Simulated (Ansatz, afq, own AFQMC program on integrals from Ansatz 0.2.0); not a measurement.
## AlH3, singlet in cc-pVDZ, levels against full CI

```yaml
atoms:
  - { symbol: Al, position_ang: [0.0060, -0.0102, 0.0000] }
  - { symbol: H, position_ang: [1.5918, 0.0048, -0.0001] }
  - { symbol: H, position_ang: [-0.9794, 1.6597, -0.0034] }
  - { symbol: H, position_ang: [-0.7738, -1.3911, 0.0029] }
```

Basis cc-pVDZ. Only valence electrons are correlated. AFQMC by an in-house program on the Cholesky factors that Ansatz 0.2.0 writes for its CCSD(T) run. The CISD trial takes its coefficients from CCSD amplitudes. Released means that phaseless walkers are propagated on without the constraint, phases kept. Error bars are statistical, one sigma.

Determinant: RHF, the one that the program's search chose, which needn't be the lowest solution. The geometry is a point of a scan.

Full CI on the same integrals is exact in this basis and with this determinant's frozen core.

The T1 diagnostic is 0.0113, the weight of the determinant in the CISD state is 0.930 and the size of the correlated space is 6 electrons in 28 orbitals.

Reference: full CI, correlation energy -2.843 eV. The released energy is read at 2.40 1/Eh (meV from the phaseless value at times in 1/Eh: -1.0 ± 1.0 at 0.24, -1.4 ± 0.9 at 0.51, -1.4 ± 0.7 at 0.99, -2.8 ± 0.7 at 1.62, -2.7 ± 0.7 at 2.40).

```tsv
level	E − E(reference) (kcal/mol)	share of correlation (%)
HF	65.57	0.00
MP2	17.13	73.88
CCSD	1.15	98.24
CCSD(T)	0.33	99.50
CCSDT	0.03	99.95
CCSDT(Q)	0.01	99.99
CCSDTQ	0.00	100.00
ph-AFQMC/CISD	0.02 ± 0.03	99.96
released AFQMC	-0.04 ± 0.02	100.06
```

CCSDT and higher add their correlation energy to the determinant of the CCSD(T) run, since their own runs factorise the integrals more tightly (a shift of under 2 meV). A walk keeps the symmetry of its determinant, which the program's search chose and which needn't be the lowest solution, so a lower state of the same spin and another symmetry isn't excluded. Released energies are given only where the last usable release times agree within the noise; a slower fall can still hide under it.
